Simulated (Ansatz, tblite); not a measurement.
# OsO4: a ladder of methods and basis sets, part 2 of 2

How do method and basis change the picture of OsO4 (singlet)?

Ansatz 0.2.0, Gaussian basis; as each input shows. Earlier steps stand in the parts before.

## 17. LDA/def2-TZVP

in.yaml reads:

```yaml
crystal:
  periodic: [false, false, false]
  atoms:
    - {symbol: Os, position_ang: [-0.000003, 0.000003, 0.000002]}
    - {symbol: O, position_ang: [0.010660, -0.018154, 1.692383]}
    - {symbol: O, position_ang: [1.592104, 0.010570, -0.574144]}
    - {symbol: O, position_ang: [-0.805207, 1.385649, -0.544271]}
    - {symbol: O, position_ang: [-0.797554, -1.378057, -0.573960]}
basis:
  gaussian: {orbitals: def2-TZVP, initial_orbitals: start.molden}
hamiltonian: {xc: lda}
scf: {omitted_lower_state_checks: [starts]}
output: {orbitals: {seedname: orbitals}}
```

Run with:

```
$ ansatz run in.yaml --threads 2 --pin off --events-out ev --progress --plain --max-ram 4352MiB
```

The program printed:

```text
Functional definition: SPW92
  name "SPW92"
  cite "Dirac, Proc. Camb. Phil. Soc. 26, 376 (1930) doi:10.1017/S0305004100016108"
  cite "Slater, Phys. Rev. 81, 385 (1951) doi:10.1103/PhysRev.81.385"
  cite "Perdew & Wang, Phys. Rev. B 45, 13244 (1992) doi:10.1103/PhysRevB.45.13244"
  exchange = slater_x
  correlation = pw_c
these checks for a lower state are left out or cut short: starts
956 factors; their error is unknown
mean field evaluation 1: about -10600.4869 eV, gradient 4.7e1 eV
mean field evaluation 2: about -10600.9548 eV, gradient 8.0e-1 eV
mean field evaluation 4: about -10600.9456 eV, gradient 4.1e-2 eV
mean field -10600.94559014 eV, -389.5775648586 hartree, gradient 6.6e-6 eV, S^2 0.000000; 0 other end points of the search recorded, 0 dependent functions left out
reference -10600.94562742 eV, -389.5775662288 hartree; 24, 24 occupied and 140, 140 virtual orbitals, 956 factors
Total energy: -10600.94562742 eV, -389.5775662288 hartree
Checks for a lower state left out: starts
```

It took 1.1 s on 2 threads of Arm Neoverse V2, shared host.

HOMO -9.24 eV, LUMO -4.99 eV.

## 18. ωB97X-V/def2-TZVP

in.yaml, as its differences from that of step 17:

```diff
@@ -10,3 +10,3 @@
   gaussian: {orbitals: def2-TZVP, initial_orbitals: start.molden}
-hamiltonian: {xc: lda}
+hamiltonian: {xc: {name: wB97X-V}}
 scf: {omitted_lower_state_checks: [starts]}
```

Same command.

The program printed, shortened:

```text
Functional definition: wB97X-V
  name "wB97X-V"
  cite "Mardirossian & Head-Gordon, Phys. Chem. Chem. Phys. 16, 9904 (2014) doi:10.1039/C3CP54374A"
  cite "Becke, J. Chem. Phys. 107, 8554 (1997) doi:10.1063/1.475007"
  cite "Vydrov & Van Voorhis, J. Chem. Phys. 133, 244103 (2010) doi:10.1063/1.3521275"
[...]
      + integral(e_c_pw_opposite_spin*poly(b97_u_opposite, cos0, cos1)) + vv10(b, c)
[...]
983 factors; their error is unknown
187 factors; integrals over basis functions are off by at most 5.5e-6 eV
[...]
mean field -10655.16620010 eV, -391.5701355225 hartree, gradient 1.3e-5 eV, S^2 0.000000; 0 other end points of the search recorded, 0 dependent functions left out
reference -10655.16619824 eV, -391.5701354543 hartree; 24, 24 occupied and 140, 140 virtual orbitals, 983 factors
Total energy: -10655.16619824 eV, -391.5701354543 hartree
Checks for a lower state left out: starts
```

It took 7.5 s on 2 threads of Arm Neoverse V2, shared host.

From the report: HOMO -12.90 eV, LUMO -2.12 eV.

## 19. LC-ωPBE/def2-TZVP

in.yaml, as its differences from that of step 18:

```diff
@@ -10,3 +10,3 @@
   gaussian: {orbitals: def2-TZVP, initial_orbitals: start.molden}
-hamiltonian: {xc: {name: wB97X-V}}
+hamiltonian: {xc: {name: LC-wPBE}}
 scf: {omitted_lower_state_checks: [starts]}
```

The command is unchanged.

The program printed, shortened:

```text
Functional definition: LC-wPBE
  name "LC-wPBE"
  cite "Vydrov & Scuseria, J. Chem. Phys. 125, 234109 (2006) doi:10.1063/1.2409292"
  cite "Heyd & Scuseria, J. Chem. Phys. 120, 7274 (2004) doi:10.1063/1.1668634"
  cite "Ernzerhof & Perdew, J. Chem. Phys. 109, 3313 (1998) doi:10.1063/1.476928"
  cite "Perdew, Burke & Ernzerhof, Phys. Rev. Lett. 77, 3865 (1996) doi:10.1103/PhysRevLett.77.3865"
  parent pbe
[...]
956 factors; their error is unknown
262 factors; integrals over basis functions are off by at most 1.5e-5 eV
[...]
mean field -10654.45095021 eV, -391.5438505738 hartree, gradient 1.1e-5 eV, S^2 0.000000; 0 other end points of the search recorded, 0 dependent functions left out
reference -10654.45095021 eV, -391.5438505740 hartree; 24, 24 occupied and 140, 140 virtual orbitals, 956 factors
Total energy: -10654.45095021 eV, -391.5438505740 hartree
Checks for a lower state left out: starts
```

Wall time 2.8 s (2 threads of Arm Neoverse V2, shared host).

HOMO -13.25 eV, LUMO -2.10 eV.

## 20. B3LYP-D4/def2-TZVP

in.yaml, as its differences from that of step 19:

```diff
@@ -10,3 +10,3 @@
   gaussian: {orbitals: def2-TZVP, initial_orbitals: start.molden}
-hamiltonian: {xc: {name: LC-wPBE}}
+hamiltonian: {xc: {name: B3LYP}, dispersion: d4}
 scf: {omitted_lower_state_checks: [starts]}
```

Launched as before.

The program printed, shortened:

```text
Functional definition: B3LYP
  name "B3LYP"
  cite "Stephens, Devlin, Chabalowski & Frisch, J. Phys. Chem. 98, 11623 (1994) doi:10.1021/j100096a001"
  cite "Becke, Phys. Rev. A 38, 3098 (1988) doi:10.1103/PhysRevA.38.3098"
  cite "Lee, Yang & Parr, Phys. Rev. B 37, 785 (1988) doi:10.1103/PhysRevB.37.785"
  cite "Vosko, Wilk & Nusair, Can. J. Phys. 58, 1200 (1980) doi:10.1139/p80-159"
[...]
1003 factors; their error is unknown
[...]
mean field -10660.64937098 eV, -391.7716383358 hartree, gradient 4.0e-5 eV, S^2 0.000000; 0 other end points of the search recorded, 0 dependent functions left out
reference -10660.64960051 eV, -391.7716467709 hartree; 24, 24 occupied and 140, 140 virtual orbitals, 1003 factors
Total energy: -10660.85476717 eV, -391.7791865067 hartree
Checks for a lower state left out: starts
```

Run time: 2.8 s. Hardware: 2 threads of Arm Neoverse V2, shared host.

From the report: HOMO -10.31 eV, LUMO -4.44 eV.

## 21. B2PLYP/def2-TZVP

in.yaml, as its differences from that of step 20:

```diff
@@ -10,4 +10,3 @@
   gaussian: {orbitals: def2-TZVP, initial_orbitals: start.molden}
-hamiltonian: {xc: {name: B3LYP}, dispersion: d4}
+hamiltonian: {xc: {name: B2PLYP}}
 scf: {omitted_lower_state_checks: [starts]}
-output: {orbitals: {seedname: orbitals}}
```

Same command.

The program printed, shortened:

```text
Functional definition: B2PLYP
  name "B2PLYP"
  cite "Grimme, J. Chem. Phys. 124, 034108 (2006) doi:10.1063/1.2148954"
  cite "Becke, Phys. Rev. A 38, 3098 (1988) doi:10.1103/PhysRevA.38.3098"
  cite "Lee, Yang & Parr, Phys. Rev. B 37, 785 (1988) doi:10.1103/PhysRevB.37.785"
[...]
1209 factors; integrals over basis functions are off by at most 1.3e-3 eV
[...]
mean field -10636.18965586 eV, -390.8727603845 hartree, gradient 5.9e-6 eV, S^2 0.000000; 0 other end points of the search recorded, 0 dependent functions left out
4 core orbitals not correlated: weight in the atoms' cores, before any rotation towards them, 1.000 or more for the frozen orbitals, at most 0.000 for the correlated occupied ones
reference -10636.18979879 eV, -390.8727656373 hartree; 20, 20 occupied and 140, 140 virtual orbitals, 1209 factors
second order -57.75576927 eV of doubles, -0.00000000 eV of singles
Total energy: -10651.78385650 eV, -391.4458366878 hartree
Checks for a lower state left out: starts
```

Run time: 5.5 s. Hardware: 2 threads of Arm Neoverse V2, shared host.

## 22. PBE-D4/def2-SVP

in.yaml, as its differences from that of step 21:

```diff
@@ -9,4 +9,5 @@
 basis:
-  gaussian: {orbitals: def2-TZVP, initial_orbitals: start.molden}
-hamiltonian: {xc: {name: B2PLYP}}
+  gaussian: {orbitals: def2-SVP, initial_orbitals: start.molden}
+hamiltonian: {xc: pbe, dispersion: d4}
 scf: {omitted_lower_state_checks: [starts]}
+output: {orbitals: {seedname: orbitals}}
```

Launched as before.

The program printed:

```text
Functional definition: PBE
  name "PBE"
  cite "Perdew, Burke & Ernzerhof, Phys. Rev. Lett. 77, 3865 (1996) doi:10.1103/PhysRevLett.77.3865"
  parent pbe
  parameter kappa = 0.804
  parameter beta = 0.06672455060314922
  exchange = pbe_x(kappa = kappa, mu = beta*pi^2/3)
  correlation = pbe_c(beta = beta)
these checks for a lower state are left out or cut short: starts
869 factors; their error is unknown
mean field evaluation 1: about -10643.6780 eV, gradient 2.6e1 eV
mean field evaluation 2: about -10644.2675 eV, gradient 6.7e-1 eV
mean field evaluation 4: about -10644.2149 eV, gradient 1.3e-1 eV
mean field -10644.21488010 eV, -391.1676819357 hartree, gradient 2.4e-5 eV, S^2 0.000000; 0 other end points of the search recorded, 0 dependent functions left out
reference -10644.21492815 eV, -391.1676837014 hartree; 24, 24 occupied and 64, 64 virtual orbitals, 869 factors
Total energy: -10644.33995207 eV, -391.1722782457 hartree
Checks for a lower state left out: starts
```

Run time: 1.1 s. Hardware: 2 threads of Arm Neoverse V2, shared host.

HOMO -8.92 eV, LUMO -4.68 eV.

## 23. PBE0-D4/def2-SVP

in.yaml, as its differences from that of step 22:

```diff
@@ -10,3 +10,3 @@
   gaussian: {orbitals: def2-SVP, initial_orbitals: start.molden}
-hamiltonian: {xc: pbe, dispersion: d4}
+hamiltonian: {xc: pbe0, dispersion: d4}
 scf: {omitted_lower_state_checks: [starts]}
```

The command is unchanged.

The program printed:

```text
Functional definition: PBE0
  name "PBE0"
  cite "Adamo & Barone, J. Chem. Phys. 110, 6158 (1999) doi:10.1063/1.478522"
  cite "Perdew, Burke & Ernzerhof, Phys. Rev. Lett. 77, 3865 (1996) doi:10.1103/PhysRevLett.77.3865"
  parent pbe
  parameter a = 0.25
  parameter kappa = 0.804
  parameter beta = 0.06672455060314922
  exchange = (1 - a)*pbe_x(kappa = kappa, mu = beta*pi^2/3) + a*exact_x
  correlation = pbe_c(beta = beta)
these checks for a lower state are left out or cut short: starts
909 factors; their error is unknown
mean field evaluation 1: about -10639.5010 eV, gradient 2.5e1 eV
mean field evaluation 2: about -10639.8837 eV, gradient 4.5e-1 eV
mean field evaluation 4: about -10639.9860 eV, gradient 1.4e-1 eV
mean field -10639.98602517 eV, -391.0122743835 hartree, gradient 2.1e-5 eV, S^2 0.000000; 0 other end points of the search recorded, 0 dependent functions left out
reference -10639.98606088 eV, -391.0122756956 hartree; 24, 24 occupied and 64, 64 virtual orbitals, 909 factors
Total energy: -10640.09049495 eV, -391.0161135769 hartree
Checks for a lower state left out: starts
```

Wall time 1.4 s (2 threads of Arm Neoverse V2, shared host).

From the report: HOMO -10.62 eV, LUMO -4.28 eV.

## 24. CCSD(T)/def2-TZVPP

in.yaml, as its differences from that of step 23:

```diff
@@ -9,4 +9,4 @@
 basis:
-  gaussian: {orbitals: def2-SVP, initial_orbitals: start.molden}
-hamiltonian: {xc: pbe0, dispersion: d4}
+  gaussian: {orbitals: def2-TZVPP, initial_orbitals: start.molden}
+correlation: {method: ccsd_t}
 scf: {omitted_lower_state_checks: [starts]}
```

Launched as before.

The program printed, shortened:

```text
Functional definition: HF
  name "HF"
  cite "Fock, Z. Phys. 61, 126 (1930) doi:10.1007/BF01340294"
  parent pbe
[...]
1208 factors; integrals over basis functions are off by at most 1.2e-3 eV
[...]
mean field -10593.10770066 eV, -389.2895277331 hartree, gradient 2.6e-6 eV, S^2 0.000000; 0 other end points of the search recorded, 0 dependent functions left out
4 core orbitals not correlated: weight in the atoms' cores, before any rotation towards them, 1.000 or more for the frozen orbitals, at most 0.000 for the correlated occupied ones
reference -10593.10770066 eV, -389.2895277331 hartree; 20, 20 occupied and 156, 156 virtual orbitals, 1208 factors
second order -47.81330912 eV of doubles, -0.00000000 eV of singles
cycle   1  -37.24174169 eV  change     1.1e1 eV  update   4.7e-1
[...]
cycle  12  -42.29243306 eV  change    1.7e-5 eV  update   1.5e-5
perturbative correction -3.30453087 eV, -0.1214392696 hartree
Total energy: -10638.70466459 eV, -390.9651852507 hartree
Checks for a lower state left out: starts
```

It took 2.9 min on 2 threads of Arm Neoverse V2, shared host; peak memory 2.3 GiB.

Report: Hartree-Fock HOMO -14.54 eV, LUMO -1.22 eV; T1 0.026.

## 25. MP2/def2-TZVP

in.yaml, as its differences from that of step 24:

```diff
@@ -9,4 +9,4 @@
 basis:
-  gaussian: {orbitals: def2-TZVPP, initial_orbitals: start.molden}
-correlation: {method: ccsd_t}
+  gaussian: {orbitals: def2-TZVP, initial_orbitals: start.molden}
+correlation: {method: mp2}
 scf: {omitted_lower_state_checks: [starts]}
```

The command is unchanged.

The program printed, shortened:

```text
Functional definition: HF
  name "HF"
  cite "Fock, Z. Phys. 61, 126 (1930) doi:10.1007/BF01340294"
  parent pbe
[...]
1209 factors; integrals over basis functions are off by at most 1.3e-3 eV
[...]
mean field -10592.68144560 eV, -389.2738631485 hartree, gradient 2.2e-6 eV, S^2 0.000000; 0 other end points of the search recorded, 0 dependent functions left out; unrestricted orbitals would lower it
4 core orbitals not correlated: weight in the atoms' cores, before any rotation towards them, 1.000 or more for the frozen orbitals, at most 0.000 for the correlated occupied ones
reference -10592.68144560 eV, -389.2738631485 hartree; 20, 20 occupied and 140, 140 virtual orbitals, 1209 factors
second order -45.20771529 eV of doubles, -0.00000000 eV of singles
Total energy: -10637.88916089 eV, -390.9352160424 hartree
Checks for a lower state left out: starts
```

Run time: 2.8 s. Hardware: 2 threads of Arm Neoverse V2, shared host.

Hartree-Fock HOMO -14.54 eV, LUMO -1.30 eV. Doubts: restricted state is unstable towards broken spin symmetry.

## 26. RPA/def2-TZVP

in.yaml, as its differences from that of step 25:

```diff
@@ -10,4 +10,4 @@
   gaussian: {orbitals: def2-TZVP, initial_orbitals: start.molden}
-correlation: {method: mp2}
+hamiltonian: {xc: pbe}
+correlation: {method: rpa}
 scf: {omitted_lower_state_checks: [starts]}
-output: {orbitals: {seedname: orbitals}}
```

Launched as before.

The program printed:

```text
Functional definition: PBE
  name "PBE"
  cite "Perdew, Burke & Ernzerhof, Phys. Rev. Lett. 77, 3865 (1996) doi:10.1103/PhysRevLett.77.3865"
  parent pbe
  parameter kappa = 0.804
  parameter beta = 0.06672455060314922
  exchange = pbe_x(kappa = kappa, mu = beta*pi^2/3)
  correlation = pbe_c(beta = beta)
these checks for a lower state are left out or cut short: starts
1209 factors; integrals over basis functions are off by at most 1.3e-3 eV
mean field evaluation 1: about -10654.7588 eV, gradient 1.1e1 eV
mean field evaluation 2: about -10654.9296 eV, gradient 1.7e-1 eV
mean field evaluation 4: about -10654.9106 eV, gradient 2.0e-4 eV
mean field -10654.91062798 eV, -391.5607434206 hartree, gradient 2.1e-6 eV, S^2 0.000000; 0 other end points of the search recorded, 0 dependent functions left out
4 core orbitals not correlated: weight in the atoms' cores, before any rotation towards them, 1.000 or more for the frozen orbitals, at most 0.000 for the correlated occupied ones
reference -10590.17703585 eV, -389.1818277878 hartree; 20, 20 occupied and 140, 140 virtual orbitals, 1209 factors
Total energy: -10648.43983407 eV, -391.3229461301 hartree
Checks for a lower state left out: starts
```

Wall time 5.5 s (2 threads of Arm Neoverse V2, shared host).

## 27. MP2/def2-QZVPP

in.yaml, as its differences from that of step 26:

```diff
@@ -9,5 +9,5 @@
 basis:
-  gaussian: {orbitals: def2-TZVP, initial_orbitals: start.molden}
-hamiltonian: {xc: pbe}
-correlation: {method: rpa}
+  gaussian: {orbitals: "def2-QZVPP.json", initial_orbitals: start.molden}
+correlation: {method: mp2}
 scf: {omitted_lower_state_checks: [starts]}
+output: {orbitals: {seedname: orbitals}}
```

The command is unchanged.

The program printed:

```text
Functional definition: HF
  name "HF"
  cite "Fock, Z. Phys. 61, 126 (1930) doi:10.1007/BF01340294"
  parent pbe
  exchange = exact_x
  correlation = 0
these checks for a lower state are left out or cut short: starts
2058 factors; integrals over basis functions are off by at most 9.8e-4 eV
mean field evaluation 1: about -10591.0779 eV, gradient 4.0e1 eV
mean field evaluation 2: about -10592.9780 eV, gradient 2.0e0 eV
mean field evaluation 4: about -10593.5345 eV, gradient 2.3e0 eV
mean field evaluation 8: about -10593.5437 eV, gradient 4.7e-4 eV
mean field -10593.54365029 eV, -389.3055485862 hartree, gradient 6.5e-6 eV, S^2 0.000000; 0 other end points of the search recorded, 0 dependent functions left out
4 core orbitals not correlated: weight in the atoms' cores, before any rotation towards them, 1.000 or more for the frozen orbitals, at most 0.000 for the correlated occupied ones
reference -10593.54365029 eV, -389.3055485862 hartree; 20, 20 occupied and 292, 292 virtual orbitals, 2058 factors
second order -51.63304219 eV of doubles, -0.00000000 eV of singles
Total energy: -10645.17669248 eV, -391.2030278887 hartree
Checks for a lower state left out: starts
```

Run time: 15 s. Hardware: 2 threads of Arm Neoverse V2, shared host; peak memory 1.2 GiB.

From the report: Hartree-Fock HOMO -14.55 eV, LUMO -1.24 eV.

## 28. Comparison

```tsv
level	functions	HOMO (eV)	LUMO (eV)	gap (eV)	time
HF/def2-TZVP	164	-14.54	-1.30	13.24	1.4 s
LDA/def2-TZVP	164	-9.24	-4.99	4.25	1.1 s
PBE-D4/def2-SVP	88	-8.92	-4.68	4.24	1.1 s
PBE-D4/def2-TZVP	164	-8.95	-4.73	4.22	1.9 s
revPBE-D4/def2-TZVP	164	-8.86	-4.63	4.23	1.9 s
BLYP-D4/def2-TZVP	164	-8.85	-4.67	4.18	2 s
r2SCAN-D4/def2-TZVP	164	-9.35	-4.84	4.51	4.3 s
B97M-V/def2-TZVP	164	-9.39	-4.79	4.60	10 s
r2SCANh-D4/def2-TZVP	164	-9.95	-4.63	5.31	5 s
B3LYP-D4/def2-TZVP	164	-10.31	-4.44	5.87	2.8 s
PBE0-D4/def2-SVP	88	-10.62	-4.28	6.34	1.4 s
PBE0-D4/def2-TZVP	164	-10.56	-4.22	6.34	3.5 s
r2SCAN0-D4/def2-TZVP	164	-10.85	-4.31	6.54	5.5 s
HSE06-D4/def2-TZVP	164	-10.15	-4.60	5.56	3 s
BHLYP-D4/def2-TZVP	164	-12.10	-3.60	8.50	3.1 s
CAM-B3LYP-D4/def2-TZVP	164	-11.98	-3.23	8.75	2.8 s
LC-ωPBE/def2-TZVP	164	-13.25	-2.10	11.15	2.8 s
ωB97X-V/def2-TZVP	164	-12.90	-2.12	10.77	7.5 s
ωB97M-V/def2-TZVP	164	-12.83	-2.12	10.71	9 s
```

The pieces so far (eV):

```tsv
basis	HF	MP2 correlation	CCSD correlation	(T)	total
def2-TZVPP	-10593.1077	-47.8133	-42.2924	-3.3045	-10638.7047
def2-TZVP	-10592.6814	-45.2077			-10637.8892 (MP2)
def2-QZVPP	-10593.5437	-51.6330			-10645.1767 (MP2)
```

## 29. Binding energy

Free atoms were run apart at each level; binding is atoms less cluster, divided by the number of atoms, without zero-point or spin-orbit terms.

Differences are taken before rounding.

```tsv
method	binding an atom (eV)	from CCSD(T)/def2-TZVPP (eV)	time
HF/def2-TZVP	0.951	-3.394	1.4 s
HF/def2-TZVPP	1.026	-3.319	
HF/def2-QZVPP	1.043	-3.301	
LDA/def2-TZVP	5.990	+1.645	1.1 s
PBE-D4/def2-SVP	5.048	+0.703	1.1 s
PBE-D4/def2-TZVP	5.089	+0.744	1.9 s
revPBE-D4/def2-TZVP	4.857	+0.512	1.9 s
BLYP-D4/def2-TZVP	4.862	+0.517	2 s
r2SCAN-D4/def2-TZVP	4.693	+0.349	4.3 s
B97M-V/def2-TZVP	4.546	+0.201	10 s
r2SCANh-D4/def2-TZVP	4.414	+0.070	5 s
B3LYP-D4/def2-TZVP	4.351	+0.006	2.8 s
PBE0-D4/def2-SVP	4.215	-0.130	1.4 s
PBE0-D4/def2-TZVP	4.324	-0.021	3.5 s
r2SCAN0-D4/def2-TZVP	4.003	-0.342	5.5 s
HSE06-D4/def2-TZVP	4.339	-0.005	3 s
BHLYP-D4/def2-TZVP	3.410	-0.935	3.1 s
CAM-B3LYP-D4/def2-TZVP	4.242	-0.102	2.8 s
LC-ωPBE/def2-TZVP	4.271	-0.073	2.8 s
ωB97X-V/def2-TZVP	4.303	-0.042	7.5 s
ωB97M-V/def2-TZVP	4.164	-0.181	9 s
B2PLYP/def2-TZVP	4.609	+0.264	5.5 s
PBE-QIDH/def2-TZVP	4.370	+0.026	6 s
RPA/def2-TZVP	4.133	-0.212	5.5 s
MP2/def2-TZVP	5.275	+0.930	2.8 s
MP2/def2-QZVPP	5.352	+1.008	15 s
CCSD/def2-TZVPP	3.823	-0.522	
CCSD(T)/def2-TZVPP	4.344	0	2.9 min
```

Among the levels timed on like hardware and quicker than the yardstick, those that no quicker one beats, quickest first: LDA/def2-TZVP (1.1 s, +1.645 eV); PBE-D4/def2-SVP (1.1 s, +0.703 eV); PBE0-D4/def2-SVP (1.4 s, -0.130 eV); B3LYP-D4/def2-TZVP (2.8 s, +0.006 eV); HSE06-D4/def2-TZVP (3 s, -0.005 eV).

## 30. Outcome

What follows sums up all 2 parts.

| quantity | value |
| --- | --- |
| gap in def2-TZVP, named functionals and Hartree-Fock, smallest and largest | 4.18 eV (BLYP-D4), 13.24 eV (HF) |
| correlation energy, CCSD(T)/def2-TZVPP | -45.60 eV |
| correlation energy, MP2/def2-TZVP | -45.21 eV |
| correlation energy, MP2/def2-QZVPP | -51.63 eV |
| binding an atom, CCSD(T)/def2-TZVPP | 4.344 eV |
| PBE0 total energy, smallest basis above largest | 10.89 eV (def2-SVP, def2-TZVP) |

In words: Orbital gaps of the named functionals and Hartree-Fock in def2-TZVP span 4.18 eV (BLYP-D4) to 13.24 eV (HF); exact exchange widens it. The functionals in def2-TZVP miss CCSD(T)/def2-TZVPP by -0.935 (BHLYP-D4) to +1.645 eV (LDA) an atom. CCSD(T)/def2-TZVPP isn't at the basis-set limit; small misses against it rank nothing.

HSE06-D4/def2-TZVP reaches 0.005 eV from the reference in 3 s, where CCSD(T)/def2-TZVPP took 2.9 min; the quickest level in the cost chart, LDA/def2-TZVP, takes 1.1 s and misses by 1.645 eV. The slowest run with a step of its own, CCSD(T)/def2-TZVPP, took 2.9 min; the quickest functional in def2-TZVP took 1.1 s (shared host).
